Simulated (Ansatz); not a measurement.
## Structure relaxation of BeCr₂

These are results of DFT r2SCAN, scalar-relativistic, plane waves, PAW in Ansatz 0.2.0, not measurements. Cutoff 500 eV, Γ-centred k mesh, Gaussian smearing, no spin polarisation in the final step.

The start puts BeCr₂ on the AlB2 structure type (P6/mmm, No. 191), with Be in place of Al, Cr in place of B, at a guessed volume.

```
CELL_PARAMETERS angstrom
3.14527 0.00000 0.00000
-1.57263 2.72388 0.00000
0.00000 0.00000 3.39605
ATOMIC_POSITIONS crystal
Be 0.00000 0.00000 0.00000
Cr 0.33333 0.66667 0.50000
Cr 0.66667 0.33333 0.50000
```

Cell and atoms relax at zero pressure; the relaxation can't lower the symmetry of the start. After a coarse first stage the cell is made exact in the group found at 0.06 Å.

The zero of energy is the elements' standard structures at the same level; no fitted shifts are applied.

(1) Describe the relaxed structure.

(2) What are its volume, energy, density and gap?

Results:

(1) It keeps P6/mmm (No. 191), but not the shape of the type it started on. Conventional cell: a = 3.972 Å, c = 2.337 Å. Be has 2 Be at 2.34 Å and 12 Cr at 2.57 Å; Cr has 5 Cr at 2.29–2.34 Å and 6 Be at 2.57 Å.

```cif
data_structure
_symmetry_space_group_name_H-M 'P6/mmm'
_symmetry_Int_Tables_number 191
_cell_length_a 3.9720
_cell_length_b 3.9720
_cell_length_c 2.3373
_cell_angle_alpha 90.000
_cell_angle_beta 90.000
_cell_angle_gamma 120.000
_cell_volume 31.94
loop_
_atom_site_label
_atom_site_type_symbol
_atom_site_symmetry_multiplicity
_atom_site_Wyckoff_symbol
_atom_site_fract_x
_atom_site_fract_y
_atom_site_fract_z
_atom_site_occupancy
Be1 Be 1 a 0.00000 0.00000 0.00000 1
Cr1 Cr 2 d 0.33333 0.66667 0.50000 1
```

(2) The volume per atom is 10.65 Å³. The density is 5.88 g/cm³. The energy over the elements is 0.38 eV/atom. The gap on the 12×12×20 mesh is 0 eV (a metal).

The final run used a 12×12×20 mesh on its 3-atom cell and 0.10 eV smearing. The k mesh leaves about 4 meV/atom of noise in metals. A structure relaxed within its symmetry needn't be a true minimum.

Cost: 3 runs of about 2.3 core-minutes in all, on Arm Neoverse V2 (shared hosts).